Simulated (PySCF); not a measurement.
## Other spins and charges of Al–NH$_{2}$, singlet at one geometry

Geometry (PBE0/def2-TZVP stationary point for this spin, not checked as a minimum):

```xyz
4

Al    0.0000    0.0000    0.6968
N     0.0000    0.0000   -1.0992
H     0.0000    0.8223   -1.6887
H     0.0000   -0.8223   -1.6887
```

Basis cc-pVDZ; PySCF 2.14.0. Only valence electrons are correlated (noble-gas cores frozen). Prefix R: restricted or restricted open-shell reference.

Gaps are energies of the second state less the first, at fixed atoms, for a selection of the levels run; mean-field and cluster levels share one orbital occupation for each state, and full CI takes the lowest of the symmetries tried.

Triplet less singlet: 2.472 eV at RCCSDT.

```
   level  gap (eV)  error (meV)
     RHF     1.739         -733
    RMP2     2.262         -210
   RCCSD     2.464           -8
RCCSD(T)     2.474            2
     PBE     2.398          -74
  r2SCAN     2.183         -289
    PBE0     2.353         -119
   B3LYP     2.589          117
 wB97M-V     2.875          403
  B2PLYP     2.531           59
```

Removing an electron, to the doublet: 8.272 eV at RCCSDT.

```
   level  gap (eV)  error (meV)
     RHF     7.417         -855
    RMP2     8.008         -264
   RCCSD     8.270           -2
RCCSD(T)     8.274            2
     PBE     8.317           45
  r2SCAN     8.195          -77
    PBE0     8.329           57
   B3LYP     8.447          175
 wB97M-V     8.453          181
  B2PLYP     8.269           -3
```

In so small a basis the reference is far from its limit while semilocal and hybrid functionals are nearer theirs (RPA and double hybrids share part of the reference's basis error), so the functionals' errors here hold much of the reference's basis and frozen-core error, which can add to them or hide them.

Full CI isn't at hand for all of this; RCCSDT serves as the reference. It lacks quadruple excitations, which often exceed the step from CCSD(T) to CCSDT.
